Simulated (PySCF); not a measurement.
ammonia (H₃N), SMILES N. Atoms are numbered in the order given.

```xyz
4

N      0.0000     0.0000     0.1179
H     -0.8179    -0.4722    -0.2751
H      0.0000     0.9445    -0.2751
H      0.8179    -0.4722    -0.2751
```
Charge 0, spin multiplicity 1.

Geometry optimised at PBE-D3(BJ)/def2-TZVPD.

Calculation: M06-2X/def2-TZVPD (PySCF).

Symmetry labels are those of the subgroup Cs that the program uses (full group C3v).

Computed valence orbital energies around the gap with their symmetry:
| orbital | symmetry | energy (eV) |
|---|---|---|
| HOMO−4 | A' | -400.78 |
| HOMO−3 | A' | -25.94 |
| HOMO−2 | A" | -14.36 |
| HOMO−1 | A' | -14.36 |
| HOMO | A' | -9.31 |
| LUMO | A' | 0.61 |
| LUMO+1 | A" | 2.67 |
| LUMO+2 | A' | 2.67 |
| LUMO+3 | A' | 4.11 |
